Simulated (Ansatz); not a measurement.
in.yaml

```yaml
crystal:
  periodic: [false, false, false]
  atoms:
    - {symbol: B, position_ang: [-0.015433, -0.100990, 0.335976]}
    - {symbol: Al, position_ang: [-0.016266, -0.058502, -1.794552]}
    - {symbol: H, position_ang: [0.031698, 0.159492, 1.458575]}
basis:
  gaussian: {orbitals: cc-pVDZ}
magnetization: {spin_polarized: false, initial_magnetization: 1}
correlation: {method: ccsdt_q, electrons: outside_noble_gas}
```

```sh
$ ansatz run in.yaml --threads 1 --pin off --events-out ev --progress --plain --max-ram 2393MiB
```

The program prints:

```
658 factors; integrals over basis functions are off by at most 1.9e-7 eV
mean field evaluation 1: about -7266.4082 eV, gradient 8.6e0 eV
mean field evaluation 2: about -7266.4219 eV, gradient 8.6e0 eV
mean field evaluation 4: about -7267.0871 eV, gradient 7.4e-1 eV
mean field evaluation 8: about -7267.1011 eV, gradient 1.5e-1 eV
mean field evaluation 16: about -7267.1030 eV, gradient 1.2e-1 eV
mean field evaluation 32: about -7267.1154 eV, gradient 5.6e-4 eV
mean field evaluation 64: about -7258.8161 eV, gradient 2.1e1 eV
mean field evaluation 96: about -7267.1019 eV, gradient 2.1e-6 eV
mean field evaluation 128: about -7267.1153 eV, gradient 4.3e-2 eV
mean field evaluation 160: about -7265.9860 eV, gradient 8.2e0 eV
...
mean field -7267.11540636 eV, -267.0615653561 hartree, gradient 4.2e-9 eV, S^2 0.750000; 10 other end points of the search recorded, 0 dependent functions left out
...
determinant -7267.11540636 eV, -267.0615653561 hartree, with singles and doubles -7270.89505340 eV, -267.2004648228 hartree
determinant -7267.10194806 eV, -267.0610707727 hartree, with singles and doubles -7270.89002840 eV, -267.2002801575 hartree
determinant -7265.31472237 eV, -266.9953914401 hartree, with singles and doubles -7269.39606622 eV, -267.1453780598 hartree
determinant -7267.11540636 eV, -267.0615653561 hartree, with singles and doubles -7270.89599775 eV, -267.2004995270 hartree
determinant -7267.10194806 eV, -267.0610707727 hartree, with singles and doubles -7270.89028021 eV, -267.2002894113 hartree
unrestricted determinant -7267.31948243 eV, -267.0690650131 hartree, S^2 1.2691
6 core orbitals not correlated: weight in the atoms' cores, before any rotation towards them, 1.000 or more for the frozen orbitals, at most 0.000 for the correlated occupied ones
reference -7267.11540636 eV, -267.0615653561 hartree; 4, 3 occupied and 27, 28 virtual orbitals, 658 factors
second order -2.79016538 eV of doubles, -0.04575688 eV of singles
...
cycle  17  -3.91426535 eV  change   -6.3e-6 eV  update   4.4e-5
cycle  18  -3.91428720 eV  change   -2.2e-5 eV  update   3.3e-5
cycle  19  -3.91429981 eV  change   -1.3e-5 eV  update   1.9e-5
cycle  20  -3.91429271 eV  change    7.1e-6 eV  update   1.1e-5
cycle  21  -3.91428915 eV  change    3.6e-6 eV  update   6.1e-6
cycle  22  -3.91428929 eV  change   -1.4e-7 eV  update   3.6e-6
cycle  23  -3.91429042 eV  change   -1.1e-6 eV  update   2.5e-6
cycle  24  -3.91429203 eV  change   -1.6e-6 eV  update   1.7e-6
cycle  25  -3.91429324 eV  change   -1.2e-6 eV  update   1.0e-6
cycle  26  -3.91429349 eV  change   -2.5e-7 eV  update   6.3e-7
perturbative correction -0.00532622 eV, -0.0001957350 hartree
Total energy: -7271.03502608 eV, -267.2056087238 hartree
```

For the same geometry and basis UCCSDT(Q) lies 0.2 meV lower.

Ran on 1 thread of Intel Xeon, shared host: 12 s wall, 0.17 GiB peak host memory.
